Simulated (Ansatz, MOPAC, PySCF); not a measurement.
Barrier height from CHO (SMILES [CH]=O) to the transition structure CHO, without zero-point energy, on the benchmark's geometries as Psi4's copy of the set gives them.
Transition structure (charge 0, multiplicity 2, Z-matrix in Å and degrees):
```
C
O 1 1.1349
H 1 1.8330 2 117.26
```
Reactant (charge 0, multiplicity 2):
```xyz
3

H     -0.009     0.000    -0.007
C     -0.007     0.000     1.110
O      0.956     0.000     1.786
```

Open shells are unrestricted; no spin–orbit coupling.

Frozen-core correlation. CBS: X⁻³ extrapolation of the correlation energy, Hartree–Fock from the larger set. The state reached by PM6 isn't checked.

Programs: Ansatz (Gaussian orbitals); MOPAC for PM6 (differences of heats of formation); PySCF for the dispersion terms. Values without a source in brackets are computed.

The comparison value is 0.980 eV (CCSD(T)/CBS(aug-cc-pVTZ, aug-cc-pVQZ)). It is a level with limits of its own, not the exact answer.

### Question
Order these levels by how close they come to the comparison value for the barrier height, closest first: PBE-D4/def2-TZVPPD, BLYP-D3(BJ)/def2-TZVPPD, PM6, B3LYP-D3(BJ)/def2-TZVPPD, CAM-B3LYP/def2-TZVPPD. Give each level's value less the comparison value.

### Answer
BLYP-D3(BJ)/def2-TZVPPD (0.017 eV), B3LYP-D3(BJ)/def2-TZVPPD (0.075 eV), PBE-D4/def2-TZVPPD (0.084 eV), CAM-B3LYP/def2-TZVPPD (0.093 eV), PM6 (0.602 eV)

Ansatz is a program for electronic structure.
